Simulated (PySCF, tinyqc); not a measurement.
Inside a calculation. Method: RHF in the sto-3g basis, for LiH, spin multiplicity 1. The lowest restricted solution is unstable here: a spin-polarised one lies 0.0004 hartree lower (PySCF). One step of it, computed by the program tinyqc.

Task: Iteration 3: building the Fock matrix. J_ij = sum D_kl (ij|kl), K_ij = sum D_kl (ik|jl); F = H + J - 0.5 K; E = tr D H + tr D J / 2 - 0.25 tr D K + E_nn.

D after iteration 2:
```
            1Li 1s     1Li 2s    1Li 2px    1Li 2py    1Li 2pz      2H 1s
1Li 1s    2.008056  -0.073546   0.002319   0.020980  -0.113157  -0.172052
1Li 2s   -0.073546   0.463063  -0.005823  -0.054444   0.320830   0.569019
1Li 2px   0.002319  -0.005823   0.000074   0.000693  -0.004078  -0.007213
1Li 2py   0.020980  -0.054444   0.000693   0.006477  -0.038106  -0.067407
1Li 2pz  -0.113157   0.320830  -0.004078  -0.038106   0.224223   0.396786
2H 1s    -0.172052   0.569019  -0.007213  -0.067407   0.396786   0.702561
```

core Hamiltonian H = T + V (hartree):
```
            1Li 1s     1Li 2s    1Li 2px    1Li 2py    1Li 2pz      2H 1s
1Li 1s   -4.660752  -1.045988   0.000000   0.000000  -0.009549  -0.103259
1Li 2s   -1.045988  -1.347113   0.000000   0.000000  -0.094544  -0.438827
1Li 2px   0.000000   0.000000  -1.095730   0.000000   0.000000   0.000000
1Li 2py   0.000000   0.000000   0.000000  -1.095730   0.000000   0.000000
1Li 2pz  -0.009549  -0.094544   0.000000   0.000000  -1.168524  -0.593841
2H 1s    -0.103259  -0.438827   0.000000   0.000000  -0.593841  -1.230364
```

Two-electron integrals (ij|kl) in chemists' order, unique and non-zero (hartree):
```
(11|11) 1.680395   (21|11) 0.265420   (21|21) 0.049941   (22|11) 0.397727
(22|21) 0.092860   (22|22) 0.290562   (31|31) 0.008981   (32|31) 0.013788
(32|32) 0.064184   (33|11) 0.396640   (33|21) 0.092880   (33|22) 0.290497
(33|33) 0.312946   (41|41) 0.008981   (42|41) 0.013788   (42|42) 0.064184
(43|43) 0.016869   (44|11) 0.396640   (44|21) 0.092880   (44|22) 0.290497
(44|33) 0.279207   (44|44) 0.312946   (51|51) 0.008981   (52|51) 0.013788
(52|52) 0.064184   (53|53) 0.016869   (54|54) 0.016869   (55|11) 0.396640
(55|21) 0.092880   (55|22) 0.290497   (55|33) 0.279207   (55|44) 0.279207
(55|55) 0.312946   (61|11) 0.024321   (61|21) 0.004621   (61|22) 0.008829
(61|33) 0.008724   (61|44) 0.008724   (61|51) 0.000591   (61|52) 0.001152
(61|55) 0.009044   (61|61) 0.000473   (62|11) 0.088424   (62|21) 0.021044
(62|22) 0.073921   (62|33) 0.069673   (62|44) 0.069673   (62|51) 0.003278
(62|52) 0.023169   (62|55) 0.082350   (62|61) 0.002364   (62|62) 0.036164
(63|31) 0.001316   (63|32) 0.006971   (63|53) 0.003174   (63|63) 0.002006
(64|41) 0.001316   (64|42) 0.006971   (64|54) 0.003174   (64|64) 0.002006
(65|11) 0.119467   (65|21) 0.028626   (65|22) 0.103444   (65|33) 0.096322
(65|44) 0.096322   (65|51) 0.005040   (65|52) 0.035736   (65|55) 0.117592
(65|61) 0.003292   (65|62) 0.054433   (65|65) 0.082511   (66|11) 0.254551
(66|21) 0.061337   (66|22) 0.237941   (66|33) 0.217659   (66|44) 0.217659
(66|51) 0.009453   (66|52) 0.087126   (66|55) 0.278402   (66|61) 0.006986
(66|62) 0.151989   (66|65) 0.235387   (66|66) 0.774606
```

nuclear repulsion = 0.76397095 hartree

Give: Coulomb J; exchange K; Fock matrix F; total energy of this density.

Result:

Coulomb J (hartree):
```
          1Li 1s   1Li 2s  1Li 2px  1Li 2py  1Li 2pz    2H 1s
1Li 1s    3.9769   0.6782  -0.0001  -0.0013   0.0210   0.0650
1Li 2s    0.6782   1.3169  -0.0008  -0.0074   0.1536   0.4321
1Li 2px  -0.0001  -0.0008   1.2874   0.0000  -0.0002  -0.0001
1Li 2py  -0.0013  -0.0074   0.0000   1.2876  -0.0017  -0.0012
1Li 2pz   0.0210   0.1536  -0.0002  -0.0017   1.3688   0.6240
2H 1s     0.0650   0.4321  -0.0001  -0.0012   0.6240   1.6315
```

exchange K (hartree):
```
          1Li 1s   1Li 2s  1Li 2px  1Li 2py  1Li 2pz    2H 1s
1Li 1s    3.3582   0.5506   0.0002   0.0020  -0.0075   0.0519
1Li 2s    0.5506   0.3567  -0.0024  -0.0222   0.2534   0.3946
1Li 2px   0.0002  -0.0024   0.0611   0.0002  -0.0019  -0.0024
1Li 2py   0.0020  -0.0222   0.0002   0.0629  -0.0180  -0.0226
1Li 2pz  -0.0075   0.2534  -0.0019  -0.0180   0.3062   0.4612
2H 1s     0.0519   0.3946  -0.0024  -0.0226   0.4612   0.9716
```

Fock matrix F (hartree):
```
          1Li 1s   1Li 2s  1Li 2px  1Li 2py  1Li 2pz    2H 1s
1Li 1s   -2.3629  -0.6431  -0.0003  -0.0023   0.0152  -0.0642
1Li 2s   -0.6431  -0.2085   0.0004   0.0038  -0.0676  -0.2041
1Li 2px  -0.0003   0.0004   0.1612  -0.0001   0.0008   0.0011
1Li 2py  -0.0023   0.0038  -0.0001   0.1604   0.0073   0.0101
1Li 2pz   0.0152  -0.0676   0.0008   0.0073   0.0472  -0.2004
2H 1s    -0.0642  -0.2041   0.0011   0.0101  -0.2004  -0.0847
```

total energy of this density = -7.820727 hartree
